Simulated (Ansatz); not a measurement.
**One shape, several levels: PF3 (phosphorus trifluoride)**

Wanted: a comparison of 6 runs (HF/STO-3G, HF/def2-SVP, B3LYP/6-31G*, PBE0/def2-SVP, MP2/def2-TZVP) of PF3 (phosphorus trifluoride). 

Program for the calculation: Ansatz 0.2.0.

5 further runs of the same task are left out: 3 that didn't finish, 2 set aside as unsound or not needed.

## 1. The system as given

PF3 has 4 atoms, charge 0, and is taken as a singlet. As SMILES, `FP(F)F`. Geometry: relaxed at PBE0-D4/def2-TZVP.

Bond lengths: F1–P2 1.572 Å, P2–F3 1.572 Å, P2–F4 1.572 Å. Angles: F1–P2–F3 97.6°, F1–P2–F4 97.6°, F3–P2–F4 97.6°.

## 2. Energy and gradient at HF/STO-3G (run 1)

run.yaml reads:

```yaml
crystal:
  periodic: [false, false, false]
  atoms:
    - {symbol: F, position_ang: [0.834400, -0.663200, 0.874500]}
    - {symbol: P, position_ang: [-0.297500, 0.314600, 0.392300]}
    - {symbol: F, position_ang: [-1.061900, -0.696500, -0.536900]}
    - {symbol: F, position_ang: [0.525000, 1.045200, -0.730000]}
basis:
  gaussian:
    orbitals: STO-3G
hamiltonian:
  xc: hf
accuracy: high
output:
  forces: true
  orbitals: {seedname: orbitals}
```

Launch:

```sh
$ ansatz run run.yaml --threads 1 --pin off --max-ram 2610MiB --events-out events.jsonl --progress --plain --runs-dir runs
```

What it wrote:

```text
Warning: RAYON_NUM_THREADS=1 ignored (pool sized by the plan → 1); use --threads N
Functional definition: HF
  name "HF"
  exchange = exact_x
  correlation = 0
463 factors; integrals over basis functions are off by at most 2.4e-8 eV
mean field evaluation 1: about -17167.7711 eV, gradient 2.6e1 eV
mean field evaluation 2: about -17167.8814 eV, gradient 2.6e1 eV
mean field evaluation 4: about -17170.9294 eV, gradient 1.6e0 eV
mean field evaluation 8: about -17170.9484 eV, gradient 3.4e-6 eV
mean field -17170.94838151 eV, -631.0207141338 hartree, gradient 6.5e-9 eV, S^2 0.000000; 0 other end points of the search recorded, 0 dependent functions left out
the calculation of the forces begins
reference -17170.94838151 eV, -631.0207141338 hartree; 21, 21 occupied and 3, 3 virtual orbitals, 463 factors
Total energy: -17170.94838151 eV, -631.0207141338 hartree
Atom 0 at     0.834400    -0.663200     0.874500 Å, force     1.729587    -1.543625     0.292182 eV/Å
Atom 1 at    -0.297500     0.314600     0.392300 Å, force    -2.316670     2.445816     3.050312 eV/Å
Atom 2 at    -1.061900    -0.696500    -0.536900 Å, force    -0.739124    -1.584439    -1.544445 eV/Å
Atom 3 at     0.525000     1.045200    -0.730000 Å, force     1.326207     0.682248    -1.798049 eV/Å
Dipole moment:    -0.133227     0.140902     0.175732 e Å
```

Wall time 0.28 s (1 thread of Arm Neoverse V2, shared host).

## 3. Energy and forces at HF/def2-SVP (run 2)

input.yaml reads:

```yaml
crystal:
  periodic: [false, false, false]
  atoms:
    - symbol: F
      position_ang: [0.834400, -0.663200, 0.874500]
    - symbol: P
      position_ang: [-0.297500, 0.314600, 0.392300]
    - symbol: F
      position_ang: [-1.061900, -0.696500, -0.536900]
    - symbol: F
      position_ang: [0.525000, 1.045200, -0.730000]
basis:
  gaussian:
    orbitals: def2-SVP
magnetization:
  spin_polarized: false
  initial_magnetization: 0
hamiltonian:
  xc: hf
accuracy: high
output:
  forces: true
  orbitals: {seedname: orbitals}
```

Launch:

```sh
$ ansatz run input.yaml --threads 1 --pin off --max-ram 2610MiB --events-out events.jsonl --progress --plain --runs-dir runs
```

What it wrote:

```text
Warning: RAYON_NUM_THREADS=1 ignored (pool sized by the plan → 1); use --threads N
[... 4 set-up lines as earlier in the session ...]
1148 factors; integrals over basis functions are off by at most 3.0e-9 eV
mean field evaluation 1: about -17379.6740 eV, gradient 3.7e1 eV
mean field evaluation 2: about -17379.7599 eV, gradient 3.7e1 eV
mean field evaluation 4: about -17382.1817 eV, gradient 2.2e0 eV
mean field evaluation 8: about -17382.2057 eV, gradient 1.4e-1 eV
mean field evaluation 16: about -17382.2058 eV, gradient 2.6e-8 eV
mean field -17382.20584780 eV, -638.7842828245 hartree, gradient 2.6e-8 eV, S^2 0.000000; 0 other end points of the search recorded, 0 dependent functions left out
the calculation of the forces begins
reference -17382.20584780 eV, -638.7842828245 hartree; 21, 21 occupied and 39, 39 virtual orbitals, 1148 factors
Total energy: -17382.20584780 eV, -638.7842828245 hartree
Atom 0 at     0.834400    -0.663200     0.874500 Å, force     0.024405    -0.031737    -0.083959 eV/Å
Atom 1 at    -0.297500     0.314600     0.392300 Å, force    -0.132263     0.137208     0.171090 eV/Å
Atom 2 at    -1.061900    -0.696500    -0.536900 Å, force     0.075524    -0.029032    -0.045372 eV/Å
Atom 3 at     0.525000     1.045200    -0.730000 Å, force     0.032334    -0.076440    -0.041759 eV/Å
Dipole moment:    -0.164579     0.174111     0.217147 e Å
```

Run time: 0.88 s. Hardware: 1 thread of Arm Neoverse V2, shared host.

Runs 3 to 5 aren't shown in full; the table further down has their settings and results.

## 4. Energy and forces at MP2/def2-TZVP (run 6)

in.yaml reads:

```yaml
crystal:
  periodic: [false, false, false]
  atoms:
    - {symbol: F, position_ang: [0.834400, -0.663200, 0.874500]}
    - {symbol: P, position_ang: [-0.297500, 0.314600, 0.392300]}
    - {symbol: F, position_ang: [-1.061900, -0.696500, -0.536900]}
    - {symbol: F, position_ang: [0.525000, 1.045200, -0.730000]}
basis:
  gaussian: {orbitals: def2-TZVP}
correlation: {method: mp2, frozen_orbitals: {F: 1, P: 5}}
accuracy: high
output: {forces: true, orbitals: {seedname: orbitals}}
```

Launch:

```sh
$ ansatz run in.yaml --threads 1 --pin off --max-ram 2610MiB --events-out events.jsonl --progress --plain --runs-dir runs
```

What it wrote:

```text
Warning: RAYON_NUM_THREADS=1 ignored (pool sized by the plan → 1); use --threads N
[... 4 set-up lines as earlier in the session ...]
2111 factors; integrals over basis functions are off by at most 2.9e-9 eV
mean field evaluation 1: about -17393.9802 eV, gradient 4.0e1 eV
mean field evaluation 2: about -17394.1035 eV, gradient 4.0e1 eV
mean field evaluation 4: about -17396.6955 eV, gradient 2.4e0 eV
mean field evaluation 8: about -17396.7256 eV, gradient 1.8e-1 eV
mean field evaluation 16: about -17396.7259 eV, gradient 2.6e-8 eV
mean field -17396.72586292 eV, -639.3178835379 hartree, gradient 2.6e-8 eV, S^2 0.000000; 0 other end points of the search recorded, 0 dependent functions left out
8 core orbitals not correlated: weight in the atoms' cores, before any rotation towards them, 1.000 or more for the frozen orbitals, at most 0.000 for the correlated occupied ones
reference -17396.72586292 eV, -639.3178835379 hartree; 13, 13 occupied and 109, 109 virtual orbitals, 2111 factors
second order -24.11637988 eV of doubles, -0.00000000 eV of singles
the calculation of the forces begins
Total energy: -17420.84224279 eV, -640.2041441517 hartree
Atom 0 at     0.834400    -0.663200     0.874500 Å, force     0.010640    -0.005545     0.038976 eV/Å
Atom 1 at    -0.297500     0.314600     0.392300 Å, force     0.026231    -0.029992    -0.037433 eV/Å
Atom 2 at    -1.061900    -0.696500    -0.536900 Å, force    -0.039049    -0.004864     0.002444 eV/Å
Atom 3 at     0.525000     1.045200    -0.730000 Å, force     0.002179     0.040401    -0.003988 eV/Å
Dipole moment:    -0.107001     0.113229     0.141218 e Å
```

It took 12 s on 1 thread of Arm Neoverse V2, shared host; peak memory 0.53 GiB.

## 5. The series

```csv
run,level,Cartesian functions,frozen core orbitals,energy (Eh),dipole moment (D),HOMO energy (eV),LUMO energy (eV),wall time
1,HF/STO-3G,no,–,-631.020714,1.26,-8.34,11.85,0.28 s
2,HF/def2-SVP,no,–,-638.784283,1.55,-12.72,4.22,0.88 s
3,B3LYP/6-31G* (spherical functions),no,–,-640.949426,0.97,-8.63,0.15,3.9 s
4,PBE0/def2-SVP,no,–,-640.206535,1.10,-9.06,0.35,3 s
5,B3LYP/6-31G* (Cartesian functions),yes,–,-640.955200,0.98,-8.63,0.11,3.9 s
6,MP2/def2-TZVP,no,8,-640.204144,1.01,-12.63,3.41,12 s
```

## 6. Results

| quantity | value |
| --- | --- |
| run 6: total energy | -640.20414 Eh |
| run 6: dipole moment (correlated density) | 1.01 D |
| run 6: HOMO energy (Hartree–Fock orbitals) | -12.63 eV |
| run 6: LUMO energy (Hartree–Fock orbitals) | 3.41 eV |
| run 6: HOMO–LUMO gap (Hartree–Fock orbitals) | 16.04 eV |
| run 6: correlation energy (8 core orbitals frozen) | -886.3 mEh |
| run 6: largest force on an atom | 0.055 eV/Å |

The dipole moment (its size) runs from 0.97 D (B3LYP/6-31G*) to 1.55 D (HF/def2-SVP). The two ends differ in method and basis. Over runs 1, 2, 3, 4, 5 the HOMO–LUMO gap runs from 8.74 eV (B3LYP/6-31G*) to 20.19 eV (HF/STO-3G). Totals of different functionals can't be ranked against each other. In run 1 the basis is minimal, so the values are rough. All runs together took 24 s, the longest 12 s.
